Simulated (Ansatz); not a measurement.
BH2O, SMILES [BH]O, harmonic frequencies at the relaxed geometry

With Ansatz's Python interface.

`bh2o.xyz`
```text
4

B    -0.15140   -0.29420    0.67270
O     0.07950    0.83050   -0.27730
H    -0.87770   -1.17540    0.30210
H     1.00510    0.57890   -0.71780
```

At the Python prompt:
```pycon
>>> import itertools
>>> import ansatz as az
>>> from ase.data import atomic_numbers, covalent_radii
>>> import numpy as np
>>> bh2o = az.Crystal.molecule_from_extxyz("bh2o.xyz")
>>> model = bh2o.calculation().basis(gaussian="6-31G*").functional("pbe0").spin("collinear", total=1)
>>> symbols = [site.symbol for site in bh2o.cartesian_sites]
>>> start = np.array([site.position_ang for site in bh2o.cartesian_sites], dtype=float)
>>> report = model.relax(force_tolerance=0.003, max_steps=100).run().report

>>> end = np.array(report["positions_ang"])
>>> # pairs closer than 1.2 times the sum of covalent radii, before or after
>>> radius = [covalent_radii[atomic_numbers[s]] for s in symbols]
>>> span = lambda where, i, j: np.linalg.norm(where[i] - where[j])
>>> bonded = [(i, j) for i, j in itertools.combinations(range(len(symbols)), 2) if min(span(start, i, j), span(end, i, j)) < 1.2 * (radius[i] + radius[j])]
>>> print("pair        before    after (A)")
pair        before    after (A)
>>> for i, j in bonded:
...     print(f"{symbols[i]}{i}-{symbols[j]}{j}".ljust(10), f"{span(start, i, j):8.4f} {span(end, i, j):8.4f}")
...
B0-O1        1.4902   1.3400
B0-H2        1.2006   1.2038
O1-H3        1.0555   0.9663
>>> # same settings at the minimum
>>> minimum = az.Crystal.molecule()
>>> for symbol, place in zip(symbols, end):
...     minimum = minimum.atom(symbol, place.tolist())
...
>>> vibrating = (
...     minimum.calculation()
...     .basis(gaussian="6-31G*")
...     .functional("pbe0")
...     .spin("collinear", total=1)
...     .phonons(temperatures=(100, 500, 100))
... )
>>> vib = vibrating.run().report["vibrations"]
>>> sums = vib["harmonic_sums"]
>>> modes = [m["omega_inv_cm"] for m in sums["modes_at_gamma"] if m["rigid_motion"] == "no"]
>>> for number, w in enumerate(modes, start=1):
...     print(f"mode {number:2d} {w:9.1f} 1/cm {w / 8065.544 * 1000:8.2f} meV")
...
mode  1     773.5 1/cm    95.90 meV
mode  2     885.9 1/cm   109.84 meV
mode  3    1124.5 1/cm   139.42 meV
mode  4    1374.6 1/cm   170.42 meV
mode  5    2611.4 1/cm   323.77 meV
mode  6    3819.7 1/cm   473.58 meV
>>> print("imaginary modes:", sum(w < 0 for w in modes), " zero-point energy:", round(sums["zero_point_energy_ev"], 4), "eV")
imaginary modes: 0  zero-point energy: 0.6565 eV
>>> print("T (K)   F_vib (eV)   S_vib (meV/K)   C_vib (meV/K)")
T (K)   F_vib (eV)   S_vib (meV/K)   C_vib (meV/K)
>>> for row in zip(sums["temperatures_k"], sums["vibrational_free_energy_ev"], vib["entropy_ev_per_k"], vib["heat_capacity_ev_per_k"]):
...     print(f"{row[0]:6.1f} {row[1]:11.4f} {1000 * row[2]:13.4f} {1000 * row[3]:15.4f}")
...
 100.0      0.6565        0.0000          0.0002
 200.0      0.6564        0.0035          0.0185
 300.0      0.6553        0.0201          0.0701
 400.0      0.6520        0.0483          0.1277
 500.0      0.6455        0.0823          0.1775
```

Notes:
- The frequencies are harmonic and unscaled, in a modest basis. The result belongs to the one conformer reached from this start, and soft torsions count as harmonic oscillators.
- The species is open-shell (spin multiplicity 2).
- It ran for 22 s on 1 thread of Arm Neoverse V1, with other jobs on the host, peak memory 0.18 GiB.

(Lines on the test bed's own set-up are left out of the output.)
